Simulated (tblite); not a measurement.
## Reproducing measurements on C4H4O

**What was measured.**

From CRC Handbook of Chemistry and Physics, for the gas at 298.15 K: standard entropy 267.2 J/(mol K).

How close the calculation comes is told at the end.

C₄H₄O.
SMILES with atom numbers: `[cH:1]1[cH:2][cH:3][o:4][cH:5]1` (hydrogens: H6 on C1; H7 on C2; H8 on C3; H9 on C5)

Geometry (GFN2-xTB, Å), atoms numbered from 1 in this order:
```
atom  x, y, z in Å
C1    -0.8489    0.5497   -0.1100
C2     0.5273    0.8722   -0.0092
C3     1.1780   -0.3148    0.1187
O4     0.3074   -1.3366    0.1035
C5    -0.9182   -0.8063   -0.0352
H6    -1.6665    1.2321   -0.2212
H7     0.9649    1.8489   -0.0299
H8     2.2173   -0.5545    0.2246
H9    -1.7477   -1.4846   -0.0665
```

GFN2-xTB wavenumbers (cm⁻¹, harmonic, unscaled, at the method's own geometry): 588, 606, 766, 782, 830, 846, 851, 856, 1027, 1056, 1080, 1164, 1170, 1233, 1374, 1452, 1567, 3168, 3170, 3184, 3193. Point group C2v, symmetry number 2. Entropy at 298.15 K and 1 bar in J/(mol K): translation 161.5, rotation 95.2, vibration 10.3.

## Comparison

**Standard entropy at 298.15 K.** Measured: 267.2 J/(mol K) (298.15 K; CRC Handbook of Chemistry and Physics).

```
                                        level  computed (J/(mol K))  computed − measured (J/(mol K))  % (from the printed values)
GFN2-xTB, rigid rotor and harmonic oscillator                 267.0                             -0.2                            0
```

Ideal gas at 1 bar, most abundant isotopes; table values of this kind come from calorimetry or from spectroscopic constants.

The geometry is computed, not the measured one. Where a level misses, the cause wasn't examined.
